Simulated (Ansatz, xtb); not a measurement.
CHO+: which of two structures lies lower

Structure a is a singlet given by its coordinates and structure b is a singlet given by its coordinates. Both are isolated ions in the gas phase, relaxed with PBE-D3(BJ)/def2-SVP.

a (Å):

```xyz
3

C     0.0000    0.0000   -1.1173
O     0.0000    0.0000    0.0530
H     0.0000    0.0000    1.0644
```

Close contacts (Å): C1–O2 1.17, O2–H3 1.01.

b (Å):

```xyz
3

C     0.0000    0.0000   -0.0002
O     0.0000    0.0000   -1.1186
H     0.0000    0.0000    1.1188
```

Close contacts (Å): C1–O2 1.12, C1–H3 1.12.

Estimate E(b) − E(a) at the level CCSD(T)/def2-TZVPP.

Calculated at CCSD(T)/def2-TZVPP: E(b) − E(a) = −1.728 eV, so structure b lies lower.

How the difference moves with the method:

```json
{"level": "GFN2-xTB", "geometry": "GFN2-xTB", "E(b) − E(a) (eV)": "−1.560", "departure from the last row (eV)": "+0.168", "job, with rough time for the two": "optimisation, 0.068 s"}
{"level": "HF/STO-3G", "geometry": "GFN2-xTB", "E(b) − E(a) (eV)": "−0.963", "departure from the last row (eV)": "+0.766", "job, with rough time for the two": "single point, 0.12 s"}
{"level": "r2SCAN-D4/def2-SVP", "geometry": "GFN2-xTB", "E(b) − E(a) (eV)": "−1.828", "departure from the last row (eV)": "−0.100", "job, with rough time for the two": "single point, 0.94 s"}
{"level": "PBE-D3(BJ)/def2-SVP", "geometry": "PBE-D3(BJ)/def2-SVP", "E(b) − E(a) (eV)": "−1.751", "departure from the last row (eV)": "−0.022", "job, with rough time for the two": "optimisation, 1.9 s"}
{"level": "HF/def2-TZVPP", "geometry": "PBE-D3(BJ)/def2-SVP", "E(b) − E(a) (eV)": "−1.355", "departure from the last row (eV)": "+0.373", "job, with rough time for the two": "part of the CCSD(T) run"}
{"level": "MP2/def2-TZVPP", "geometry": "PBE-D3(BJ)/def2-SVP", "E(b) − E(a) (eV)": "−2.021", "departure from the last row (eV)": "−0.293", "job, with rough time for the two": "part of the CCSD(T) run"}
{"level": "CCSD(T)/def2-TZVPP", "geometry": "PBE-D3(BJ)/def2-SVP", "E(b) − E(a) (eV)": "−1.728", "departure from the last row (eV)": "", "job, with rough time for the two": "single point, 1.5 s"}
```

The levels shown agree on the order. The largest departure from CCSD(T)/def2-TZVPP is that of HF/STO-3G, 0.766 eV.

With harmonic frequencies from PBE-D3(BJ)/def2-SVP (ideal gas, rigid rotor, one conformer each, 298.15 K, 1 atm): the zero-point term adds +0.056 eV; ΔH is −1.684 and ΔG −1.666 eV.

The correlated steps freeze 2 core orbitals. Run with Ansatz 0.2.0, xtb 6.7.1; the last row on 1 thread of Intel(R) Xeon(R) 6975P-C (Granite Rapids) on a shared host.
